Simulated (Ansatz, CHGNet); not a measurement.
## hcp Re: properties by level of theory

Reference values: lattice constant a 2.761 Å (measured, 293 K, no zero-point or thermal correction; as tabulated in Wikipedia's data pages); lattice parameter c 4.458 Å (measured, 293 K, not corrected to a static lattice; as tabulated in Wikipedia's data pages).

```tsv
level (code)	equilibrium lattice constant a (Å)	lattice parameter c (Å)
CHGNet 0.3.0 (CHGNet)	2.789	4.474
PBE (Ansatz)	(withheld)	(withheld)
PBE-D4 (Ansatz)	2.759	4.453
r²SCAN (Ansatz)	2.758	(withheld)
r²SCAN-D4 (Ansatz)	2.755	4.452
HSE06 (Ansatz)	2.745	4.454
```

Question: Some entries are withheld; supply them.

Answer: 
- PBE (Ansatz, a program for electronic structure), equilibrium lattice constant a (Å): 2.775
- PBE (Ansatz), lattice parameter c (Å): 4.482
- r²SCAN (Ansatz), lattice parameter c (Å): 4.461

Differences from the reference values (errors of the level alone only where the reference is corrected to a static lattice):

```json
[
 {"level": "CHGNet 0.3.0", "lattice constant a (%)": "+1.01", "lattice parameter c (%)": "+0.36"},
 {"level": "PBE", "lattice constant a (%)": "+0.51", "lattice parameter c (%)": "+0.54"},
 {"level": "PBE-D4", "lattice constant a (%)": "-0.07", "lattice parameter c (%)": "-0.11"},
 {"level": "r²SCAN", "lattice constant a (%)": "-0.11", "lattice parameter c (%)": "+0.07"},
 {"level": "r²SCAN-D4", "lattice constant a (%)": "-0.22", "lattice parameter c (%)": "-0.13"},
 {"level": "HSE06", "lattice constant a (%)": "-0.58", "lattice parameter c (%)": "-0.09"}
]
```

Nearest: lattice constant a, not ranked (reference at room or unstated temperature); lattice parameter c, not ranked (reference at room or unstated temperature).

Machine-learned potentials (CHGNet 0.3.0) are trained on DFT data, which may include these solids.

Ansatz's density-functional and Hartree–Fock values are scalar-relativistic unless marked +SOC, with PAW data made under PBE.

Differences are worked out from the printed values.

The computed numbers hold no vibrational or temperature effects.
